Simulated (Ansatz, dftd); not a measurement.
System: CH, charge 0, doublet. CH (SMILES [CH], doublet).
B3LYP-D3(BJ)/def2-TZVP minimum from Ansatz (an electronic-structure program):
```
C
H 1 1.1235
```
Charge 0, spin multiplicity 2.

Property: atomisation energy (electronic, to ground-state atoms), in kcal/mol. UHF or UKS for unpaired electrons; spin-orbit terms are left out. CBS(X,Y): correlation extrapolated as X^-3, Hartree-Fock from the larger set (Q,5: extrapolated as (X+1)exp(-9√X)). A bracket is a step between two methods taken in the basis named. The functionals are non-relativistic, so their misses hold any scalar relativity. '+ core + X2C': CCSD(T) terms for core correlation (cc-pwCVTZ) and scalar relativity (cc-pVTZ-DK). Full CI freezes restricted core orbitals, also for open shells; the composite that ends in it estimates full CI at the basis-set limit. For partners of very few electrons the exact lower level stands in for a higher one. The UHF reference of CH ([CH], doublet) is spin-contaminated (<S^2> up to 0.35 over the pure value in the sets run).

Compared with CCSD(T)/CBS(cc-pVQZ,cc-pV5Z) + [CCSDT(Q) - CCSD(T)]/cc-pV5Z + [FCI - CCSDT(Q)]/cc-pVTZ + core + X2C (Ansatz): 84.2 kcal/mol.

Problem. Rank these levels by their absolute error, smallest first: r2SCANh/def2-TZVPD (Ansatz); PBE0-D3(BJ)/def2-TZVPD (Ansatz + dftd3); CAM-B3LYP-D3(BJ)/def2-TZVPD (Ansatz + dftd3).

Solution. CAM-B3LYP-D3(BJ)/def2-TZVPD (84.5 kcal/mol, error 0.3), PBE0-D3(BJ)/def2-TZVPD (83.1 kcal/mol, error -1.1), r2SCANh/def2-TZVPD (82.3 kcal/mol, error -1.9)
